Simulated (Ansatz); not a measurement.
Molecule (SMILES): S (H2S).
Atoms: S1, H2, H3. Bonds: S1-H2, S1-H3.

Basis-set convergence of the lowest harmonic wavenumber at MP2 with Ansatz (a program for electronic structure). Each level at its own minimum, finite differences of forces, unscaled; the reference is a large set that could be run, not a limit. Cartesian d functions, on some or all atoms, in 6-31+G*; all else is spherical. Cores are frozen. No added dispersion term, no relativity. Reference: the value in pcseg-3, 1219 cm⁻¹, itself unsure by roughly 2 cm⁻¹ (its mean distance from def2-QZVPP, cc-pV(Q+d)Z, aug-pcseg-2). Deviations are taken from unrounded values.

```tsv
basis	functions	lowest harmonic wavenumber (cm⁻¹)	minus reference (cm⁻¹)
3-21G	17	1228	8
6-31+G*	27	1276	57
cc-pV(D+d)Z	33	1224	5
def2-TZVP	49	1235	16
6-311++G(2d,2p)	55	1229	10
cc-pV(T+d)Z	67	1216	-3
aug-pcseg-2	96	1218	-1
aug-cc-pV(T+d)Z	101	1217	-2
cc-pV(Q+d)Z	124	1217	-2
```
